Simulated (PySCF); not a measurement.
C₃H₃F.
SMILES with atom numbers: `[F:1][C:2]1=[CH:3][CH2:4]1` (hydrogens: H5 on C3; H6, H7 on C4)

Method: PBE0-D3(BJ)/def2-SVP geometry optimisation, gas phase in PySCF 2.14.0; density fitting, grid level 1; the optimiser is geomeTRIC in internal coordinates, started from a GFN2-xTB structure with every atom displaced at random (about 0.01 Å).

At the end of the run (lengths in Å): C2–C4 1.467, C4–H6 1.103, C3–C4 1.545, C3–H5 1.085, C2=C3 1.289, C4–H7 1.103, F1–C2 1.305, C4–C3–H5 144.0°, C2–C3–H5 154.4°, F1–C2–C4 143.5°, F1–C2–C3 148.7°, F1–C2–C3–C4 180°, F1–C2–C4–C3 180°, H6–C4–C2–F1 -75°, H6–C4–C3–C2 -107°.

**Question.** These geometries were met on the way; a selection of coordinates is given. Order them by energy above the end point, lowest first.
A. C2–C4 1.463, C4–H6 1.102, C3–C4 1.549, C3–H5 1.084, C2=C3 1.286, C4–H7 1.102, F1–C2 1.305, C4–C3–H5 140.6°, C2–C3–H5 158.1°, F1–C2–C4 143.1°, F1–C2–C3 148.7°, F1–C2–C3–C4 178°, F1–C2–C4–C3 -178°, H6–C4–C2–F1 -75°, H6–C4–C3–C2 -107°
B. C2–C4 1.469, C4–H6 1.112, C3–C4 1.532, C3–H5 1.075, C2=C3 1.316, C4–H7 1.109, F1–C2 1.315, C4–C3–H5 125.4°, C2–C3–H5 173.0°, F1–C2–C4 159.2°, F1–C2–C3 134.3°, F1–C2–C3–C4 178°, F1–C2–C4–C3 -175°, H6–C4–C2–F1 -61°, H6–C4–C3–C2 -98°
C. C2–C4 1.517, C4–H6 1.061, C3–C4 1.576, C3–H5 1.057, C2=C3 1.289, C4–H7 1.077, F1–C2 1.284, C4–C3–H5 143.6°, C2–C3–H5 153.5°, F1–C2–C4 142.3°, F1–C2–C3 149.9°, F1–C2–C3–C4 180°, F1–C2–C4–C3 180°, H6–C4–C2–F1 -76°, H6–C4–C3–C2 -105°
D. C2–C4 1.467, C4–H6 1.107, C3–C4 1.548, C3–H5 1.083, C2=C3 1.291, C4–H7 1.105, F1–C2 1.309, C4–C3–H5 136.9°, C2–C3–H5 161.7°, F1–C2–C4 146.8°, F1–C2–C3 145.2°, F1–C2–C3–C4 178°, F1–C2–C4–C3 -178°, H6–C4–C2–F1 -70°, H6–C4–C3–C2 -103°

**Answer.** A (0.009 eV), D (0.052 eV), C (0.111 eV), B (0.488 eV).

```
step  E above end (eV)  rms distance from the end, all atoms (Å)  largest force (eV/Å)  rms shift of all bonds from the end (Å)
   4             0.009                                     0.021                 0.449                                    0.002
   3             0.052                                     0.030                 0.795                                    0.003
   0             0.111                                     0.021                 3.125                                    0.032
   1             0.488                                     0.091                 3.942                                    0.013
```

Rows stand in the order of the answer.
